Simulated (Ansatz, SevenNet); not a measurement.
## Volume per atom of 1T (CdI2-type) TiS₂ at several levels of theory

No measured value is used here.

```json
[
 {"level (code)": "SevenNet-0 (SevenNet)", "value (Å³/atom)": "22.93"},
 {"level (code)": "SevenNet-l3i5 (SevenNet)", "value (Å³/atom)": "21.89"},
 {"level (code)": "LDA (Ansatz)", "value (Å³/atom)": "…"},
 {"level (code)": "PBE (Ansatz)", "value (Å³/atom)": "22.20"},
 {"level (code)": "PBEsol (Ansatz)", "value (Å³/atom)": "18.28"},
 {"level (code)": "PBE-D4 (Ansatz)", "value (Å³/atom)": "…"},
 {"level (code)": "rVV10 (Ansatz)", "value (Å³/atom)": "19.52"},
 {"level (code)": "HSE06 (Ansatz)", "value (Å³/atom)": "…"},
 {"level (code)": "PBE0-D4 (Ansatz)", "value (Å³/atom)": "18.72"}
]
```

Question: Complete the blanks.

Answer: 
- LDA (Ansatz, a first-principles code), value (Å³/atom): 17.27
- PBE-D4 (Ansatz), value (Å³/atom): 18.53
- HSE06 (Ansatz), value (Å³/atom): 21.76

LDA, PBE, PBEsol, HSE06: the cell comes from a level without a dispersion term, which matters for the spacing of layers, chains or molecules. HSE06, PBE0-D4: hybrids on metals are sensitive to the k mesh and can open a false gap. Cutoffs and k meshes differ between the levels. Ansatz's density-functional and Hartree–Fock values are scalar-relativistic unless marked +SOC, with PAW data made under PBE.

Machine-learned potentials (SevenNet-0, SevenNet-l3i5) are trained on DFT data, which may include these solids.
